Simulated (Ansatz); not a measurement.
Two isomers of C2H8N2O: A = `CNC(N)O`, B = `NCOCN`.

Isolated molecules relaxed with PBE0-D4/def2-TZVP in Ansatz; ΔE leaves out vibrations. CCSD(T)/CBS adds triple-zeta CCSD(T) − MP2 to the extrapolated MP2 energy (def2 sets, frozen cores). Functionals use def2-TZVPP. B3LYP here is the variant with VWN-RPA as its local correlation; programs differ in this. One conformer a species, not always the lowest.

A:

```xyz
13

C     0.028   -0.318    1.762
N    -0.428    0.389    0.579
C    -0.024   -0.208   -0.656
N    -0.577    0.422   -1.825
O     1.386   -0.172   -0.767
H     1.119   -0.390    1.846
H    -0.362    0.179    2.652
H    -0.378   -1.333    1.749
H    -0.107    1.351    0.597
H    -0.374   -1.251   -0.636
H    -1.588    0.391   -1.788
H    -0.297    1.398   -1.851
H     1.602   -0.457   -1.661
```

B:

```xyz
13

N     0.405    2.351   -0.012
C    -0.144    1.135   -0.500
O     0.215    0.026    0.306
C    -0.329   -1.192   -0.173
N     0.036   -2.297    0.640
H     1.416    2.304    0.011
H     0.082    2.539    0.928
H    -1.239    1.223   -0.531
H     0.210    0.969   -1.527
H     0.023   -1.370   -1.199
H    -1.425   -1.115   -0.203
H     1.042   -2.403    0.671
H    -0.292   -2.169    1.589
```

Which is lower in electronic energy at CCSD(T)/CBS, and by how much? (Best estimate.)

Computed: A, by 5.6 kcal/mol.

Give E(B) − E(A) in kcal/mol with B3LYP-D4, HF/def2-TZVPP, ωB97M-V, CCSD(T)/def2-TZVPP, PBE0-D4, MP2/def2-TZVPP, B3LYP. (Best estimate.)

Ansatz gave: B3LYP-D4 4.2, HF/def2-TZVPP 3.5, ωB97M-V 5.2, CCSD(T)/def2-TZVPP 5.4, PBE0-D4 5.0, MP2/def2-TZVPP 5.9, B3LYP 3.3. None reverses the order clearly.

Largest T1 diagnostic: 0.010.

In def2-TZVPP, CCSD(T) changes the Hartree–Fock value by +1.9 kcal/mol (the triples alone add +0.2 kcal/mol) and MP2 by +2.4 kcal/mol. The D4 term adds +0.9 kcal/mol with B3LYP and +0.4 kcal/mol with PBE0; it sums over pairs of atoms, weighted by their polarisabilities, and B3LYP, whose exchange is more repulsive, gets the larger term.
